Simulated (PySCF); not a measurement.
A made-up structure of Si$_{3}$H$_{2}$, singlet:

Si1  (-1.663, 0.765, 1.187)
Si2  (-0.370, -1.130, 0.034)
Si3  (0.516, 1.063, -0.138)
H4  (-0.210, -2.745, -0.353)
H5  (1.728, 2.047, -0.729)
(Å)

It is relaxed with PBE-D4/def2-SVP and then PBE0-D4/def2-TZVP (PySCF 2.14 with density fitting (its default auxiliary sets; JK sets also for MP2 and CCSD(T))). Atoms count as bonded within 1.22 times the sum of their covalent radii (H–H: 0.88 Å). The end point is not checked to be a true minimum.

(1) Does its bonding change? (Judge from chemistry; the calculation decides.)

Answers

(1) Computed: No: no bond forms or breaks.

Where it ends: The first stage lowers the energy by 0.98 eV in 12 steps. It ends as Si₃H₂ ([Si]1[SiH][SiH]1):
```csv
atom,x (Å),y (Å),z (Å)
Si1,-1.4914,0.6766,1.0571
Si2,-0.3283,-1.0115,0.0297
Si3,0.4562,0.9503,-0.1219
H4,-0.1787,-2.4530,-0.3163
H5,1.5348,1.8337,-0.6470
```

Labels in which every atom is bracketed show which atoms are joined, not bond orders.

For scale, one of the runs: PBE0-D4/def2-TZVP relaxation, 123 basis functions, launched by `OMP_NUM_THREADS=2 python run.py`. The run took 52 s on 2 CPU threads of an Arm Neoverse V1 (shared host), with 1.2 GiB of host memory at its peak.
